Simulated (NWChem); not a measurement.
# P4 (SMILES P12P3P1P23) at 5 levels

We compute a comparison of 5 runs (BP86/6-31++G**, BP86/6-31+G*, BP86/6-311+G**, BP86/6-31G*, BP86/6-311++G(2d,2p)) of P4. 

The results are computed with NWChem 7.3.0.

## Step 1: Starting point

P4 has 4 atoms, charge 0, and is taken as a singlet. As SMILES, `P12P3P1P23`. Geometry: relaxed at PBE0-D4/def2-TZVP.

Bond lengths: P1–P2 2.184 Å, P1–P3 2.184 Å, P2–P3 2.184 Å, P1–P4 2.184 Å, P2–P4 2.184 Å, P3–P4 2.184 Å. Some angles: P1–P2–P3 60.0°, P1–P2–P4 60.0°, P3–P2–P4 60.0°, P2–P1–P3 60.0°, P2–P1–P4 60.0°, P3–P1–P4 60.0°, P1–P3–P2 60.0°, P1–P3–P4 60.0°, P2–P3–P4 60.0°, P1–P4–P2 60.0°.

## Step 2: The polarisability at BP86/6-31++G(d,p) (spherical functions) (run 1)

run.nw

```
start run
title "P4"
memory 2200 mb
charge 0

geometry noautosym nocenter noautoz
P     -0.724800    -0.100000     1.119400
P      1.294900     0.109800     0.315700
P     -0.185000    -1.091700    -0.749800
P     -0.385100     1.081900    -0.685200
end

basis spherical bse
* library 6-31++G**
end

dft
xc becke88 perdew86
grid fine
convergence energy 1e-08
maxiter 100
mulliken
print low
end

property
response 1 0
end

task dft property
```

Run with:

```
nwchem run.nw > run.out
```

Standard output:

```text
[...]
 d= 0,ls=0.0,diis     1  -1365.4791939130 -1.69D+03  1.24D-02  3.79D-01     1.8
[...]
 d= 0,ls=0.0,diis     7  -1365.5234235299 -6.49D-10  4.77D-07  2.17D-10     9.5
         Total DFT energy =    -1365.523423529874
      One electron energy =    -2540.048133297782
           Coulomb energy =      940.594246134486
    Exchange-Corr. energy =      -93.201984257008
 Nuclear repulsion energy =      327.132447890431
[...]
      Total Density - Mulliken Population Analysis
     ---------------------------------------------
    Atom       Charge   Shell Charges
 -----------   ------   -------------------------------------------------------
    1 P   15    15.00   2.00  2.00  5.96  1.29  2.30  0.68  0.63 -0.00  0.03  0.10
    2 P   15    15.00   2.00  2.00  5.96  1.29  2.30  0.68  0.63 -0.00  0.03  0.10
    3 P   15    15.00   2.00  2.00  5.96  1.29  2.30  0.68  0.63 -0.00  0.03  0.10
    4 P   15    15.00   2.00  2.00  5.96  1.29  2.30  0.68  0.63 -0.00  0.03  0.10
[...]
 Anisotropic =       0.0037505
[...]
```

Run time: 28 s. Hardware: 1 thread of Intel Xeon 6975P-C (Granite Rapids), shared host; peak memory 0.11 GiB.

## Step 3: The response to a field at BP86/6-31+G(d) (spherical functions) (run 2)

p4.nw

```
echo
start p4
memory total 2200 mb

geometry units angstroms noautosym nocenter noautoz
  P     -0.724800    -0.100000     1.119400
  P      1.294900     0.109800     0.315700
  P     -0.185000    -1.091700    -0.749800
  P     -0.385100     1.081900    -0.685200
end

basis spherical bse
  * library 6-31+G*
end

dft
  xc becke88 perdew86
  grid fine
  convergence energy 1e-08
  maxiter 100
  mulliken
  print low
end

property
  response 1 0
end

task dft property
```

Run with:

```
nwchem p4.nw > p4.out
```

Standard output:

```text
[...]
 d= 0,ls=0.0,diis     1  -1365.4791939130 -1.69D+03  1.24D-02  3.79D-01     1.8
[...]
 d= 0,ls=0.0,diis     7  -1365.5234235299 -6.49D-10  4.77D-07  2.17D-10     9.5
         Total DFT energy =    -1365.523423529874
      One electron energy =    -2540.048133297782
           Coulomb energy =      940.594246134486
    Exchange-Corr. energy =      -93.201984257008
 Nuclear repulsion energy =      327.132447890431
[...]
      Total Density - Mulliken Population Analysis
     ---------------------------------------------
    Atom       Charge   Shell Charges
 -----------   ------   -------------------------------------------------------
    1 P   15    15.00   2.00  2.00  5.96  1.29  2.30  0.68  0.63 -0.00  0.03  0.10
    2 P   15    15.00   2.00  2.00  5.96  1.29  2.30  0.68  0.63 -0.00  0.03  0.10
    3 P   15    15.00   2.00  2.00  5.96  1.29  2.30  0.68  0.63 -0.00  0.03  0.10
    4 P   15    15.00   2.00  2.00  5.96  1.29  2.30  0.68  0.63 -0.00  0.03  0.10
[...]
 Anisotropic =       0.0037505
[...]
```

It took 29 s on 1 thread of Intel Xeon 6975P-C (Granite Rapids), shared host; peak memory 0.12 GiB.

## Step 4: The polarisability at BP86/6-311+G(d,p) (run 3)

struct.nw

```
echo
start struct
memory stack 880 mb heap 220 mb global 1100 mb
charge 0
geometry units angstroms noautosym nocenter noautoz
  P     -0.724800    -0.100000     1.119400
  P      1.294900     0.109800     0.315700
  P     -0.185000    -1.091700    -0.749800
  P     -0.385100     1.081900    -0.685200
end
basis "ao basis" spherical bse
  * library 6-311+G**
end
dft
  xc becke88 perdew86
  grid fine
  convergence energy 1e-08
  iterations 100
  mulliken
  print low
end
property
  response 1 0
end
task dft property
```

Run with:

```
nwchem struct.nw > struct.out
```

Standard output:

```text
[...]
 d= 0,ls=0.0,diis     1  -1365.5626523487 -1.69D+03  8.65D-03  2.68D+00     1.9
[...]
 d= 0,ls=0.0,diis     8  -1365.6275932233  9.04D-10  1.70D-06  1.31D-08    12.1
         Total DFT energy =    -1365.627593223317
      One electron energy =    -2540.538204749420
           Coulomb energy =      941.006653279323
    Exchange-Corr. energy =      -93.228489643652
 Nuclear repulsion energy =      327.132447890431
[...]
      Total Density - Mulliken Population Analysis
     ---------------------------------------------
    Atom       Charge   Shell Charges
 -----------   ------   -------------------------------------------------------
    1 P   15    15.00   0.79  1.17  0.91  1.07  0.98  1.09  2.03  3.83  0.63  2.03  0.40 -0.07  0.02  0.10
    2 P   15    15.00   0.79  1.17  0.91  1.07  0.98  1.09  2.03  3.83  0.63  2.03  0.40 -0.07  0.02  0.10
    3 P   15    15.00   0.79  1.17  0.91  1.07  0.98  1.09  2.03  3.83  0.63  2.03  0.40 -0.07  0.02  0.10
    4 P   15    15.00   0.79  1.17  0.91  1.07  0.98  1.09  2.03  3.83  0.63  2.03  0.40 -0.07  0.02  0.10
[...]
 Anisotropic =       0.0038068
[...]
```

It took 39 s on 1 thread of Intel Xeon 6975P-C (Granite Rapids), shared host; peak memory 0.12 GiB.

Run 4 isn't shown in full; the table further down has it.

## Step 5: The response to a field at BP86/6-311++G(2d,2p) (run 5)

work.nw

```
start work
title "P4"
memory total 2200 mb

geometry units au noautosym nocenter noautoz
 P     -1.36967350    -0.18897261     2.11535942
 P      2.44700636     0.20749193     0.59658654
 P     -0.34959933    -2.06301401    -1.41691665
 P     -0.72773353     2.04449469    -1.29484034
end

basis spherical bse
 * library "6-311++G(2d,2p)"
end

dft
 xc becke88 perdew86
 grid fine
 convergence energy 1e-08
 iterations 100
 mulliken
 noprint "final vectors analysis"
end

property
 response 1 0
end

task dft property
```

Run with:

```
nwchem work.nw > work.out
```

Standard output:

```text
[...]
          Wavefunction type:  closed shell.
          No. of atoms     :     4
          No. of electrons :    60
[...]
          Charge           :     0
          Spin multiplicity:     1
[...]
          AO basis - number of functions:   140
[...]
              XC Information
              --------------
                    Becke 1988 Exchange Functional  1.000
                Perdew 1981 Correlation Functional  1.000 local
                Perdew 1986 Correlation Functional  1.000 non-local
[...]
 d= 0,ls=0.0,diis     1  -1365.5937420566 -1.69D+03  6.16D-03  2.66D+00     2.7
[...]
 d= 0,ls=0.0,diis    10  -1365.6534481152  1.82D-12  4.22D-08  3.05D-11    21.7
         Total DFT energy =    -1365.653448115172
      One electron energy =    -2540.815174485008
           Coulomb energy =      941.246004846641
    Exchange-Corr. energy =      -93.216702896187
 Nuclear repulsion energy =      327.132424419381
[...]
      Total Density - Mulliken Population Analysis
     ---------------------------------------------
    Atom       Charge   Shell Charges
 -----------   ------   -------------------------------------------------------
    1 P   15    15.00   0.79  1.17  0.91  1.07  0.97  1.06  2.03  3.83  0.63  1.92  0.49 -0.11  0.03  0.02  0.18
    2 P   15    15.00   0.79  1.17  0.91  1.07  0.97  1.06  2.03  3.83  0.63  1.92  0.49 -0.11  0.03  0.02  0.18
    3 P   15    15.00   0.79  1.17  0.91  1.07  0.97  1.06  2.03  3.83  0.63  1.92  0.49 -0.11  0.03  0.02  0.18
    4 P   15    15.00   0.79  1.17  0.91  1.07  0.97  1.06  2.03  3.83  0.63  1.92  0.49 -0.11  0.03  0.02  0.18
[...]
 Anisotropic =       0.0038066
[...]
```

Run time: 54 s. Hardware: 1 thread of Intel Xeon 6975P-C (Granite Rapids), shared host; peak memory 0.12 GiB.

## Step 6: Overview of the runs

| run | level | energy (Eh) | mean polarisability (bohr³) | wall time |
| --- | --- | --- | --- | --- |
| 1 | BP86/6-31++G** (spherical functions) | -1365.523424 | 85.7 | 28 s |
| 2 | BP86/6-31+G* (spherical functions) | -1365.523424 | 85.7 | 29 s |
| 3 | BP86/6-311+G** | -1365.627593 | 86.7 | 39 s |
| 4 | BP86/6-31G* (spherical functions) | -1365.520713 | 79.8 | 20 s |
| 5 | BP86/6-311++G(2d,2p) | -1365.653448 | 88.7 | 54 s |

## Step 7: Outcome

| quantity | value |
| --- | --- |
| run 5: total energy | -1365.65345 Eh |
| run 5: dipole moment | 0.00 D |
| run 5: mean static polarisability | 88.7 bohr³ |

Over the runs the total energy spans 3.612 eV. All runs together took 2.8 min, the longest 54 s.
